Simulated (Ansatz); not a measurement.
in.yaml

```yaml
crystal:
  periodic: [false, false, false]
  atoms:
    - {symbol: Ge, position_ang: [0.000000, 0.000000, 0.000000]}
    - {symbol: Li, position_ang: [0.000000, 0.000000, 2.497400]}
basis:
  gaussian: {orbitals: STO-3G}
total_charge: 1
magnetization: {spin_polarized: true, initial_magnetization: 2}
correlation: {method: ccsd_t, electrons: outside_noble_gas}
output: {forces: true}
```

```sh
$ ansatz run in.yaml --threads 1 --pin off --events-out ev --progress --plain --max-ram 2393MiB
```

Output:

```
230 factors; integrals over basis functions are off by at most 4.7e-4 eV
mean field evaluation 1: about -56024.8444 eV, gradient 3.2e0 eV
mean field evaluation 2: about -56024.8456 eV, gradient 3.2e0 eV
mean field evaluation 4: about -56025.0842 eV, gradient 3.1e-1 eV
mean field evaluation 8: about -56025.0881 eV, gradient 1.6e-6 eV
mean field evaluation 16: about -56025.0882 eV, gradient 2.8e-2 eV
mean field evaluation 32: about -56025.0857 eV, gradient 2.3e-1 eV
mean field evaluation 64: about -56023.6107 eV, gradient 4.5e-2 eV
mean field -56025.08811680 eV, -2058.8840131237 hartree, gradient 1.5e-6 eV, S^2 2.001774; 6 other end points of the search recorded, 0 dependent functions left out
determinant -56025.08811680 eV, -2058.8840131237 hartree, with singles and doubles -56025.64963636 eV, -2058.9046485868 hartree
determinant -56023.60986921 eV, -2058.8296885268 hartree, with singles and doubles -56024.21244229 eV, -2058.8518326790 hartree
15 core orbitals not correlated: weight in the atoms' cores, before any rotation towards them, 0.998 or more for the frozen orbitals, at most 0.000 for the correlated occupied ones
reference -56025.08811680 eV, -2058.8840131237 hartree; 3, 1 occupied and 5, 7 virtual orbitals, 230 factors
second order -0.32828606 eV of doubles, -0.00000000 eV of singles
cycle   1  -0.56154792 eV  change   -2.8e-5 eV  update   1.2e-4
cycle   2  -0.56156256 eV  change   -1.5e-5 eV  update   7.1e-5
cycle   3  -0.56156155 eV  change    1.0e-6 eV  update   2.0e-5
cycle   4  -0.56155991 eV  change    1.6e-6 eV  update   8.3e-6
cycle   5  -0.56156397 eV  change   -4.1e-6 eV  update   1.9e-6
cycle   6  -0.56156520 eV  change   -1.2e-6 eV  update   4.1e-7
perturbative correction -0.00499520 eV, -0.0001835700 hartree
the calculation of the forces begins
Total energy: -56025.65467720 eV, -2058.9048338343 hartree
Atom 0 at     0.000000     0.000000     0.000000 Å, force     0.000000    -0.000000    -0.076344 eV/Å
Atom 1 at     0.000000     0.000000     2.497400 Å, force     0.000000    -0.000000     0.076344 eV/Å
Dipole moment:    -0.000000     0.000000     1.133143 e Å
```

Forces (eV/Å):
```
Ge   0.000  0.000 -0.076
Li   0.000  0.000  0.076
```

Ran on 1 thread of Arm Neoverse V2, shared host: 0.42 s wall, 0.07 GiB peak host memory.
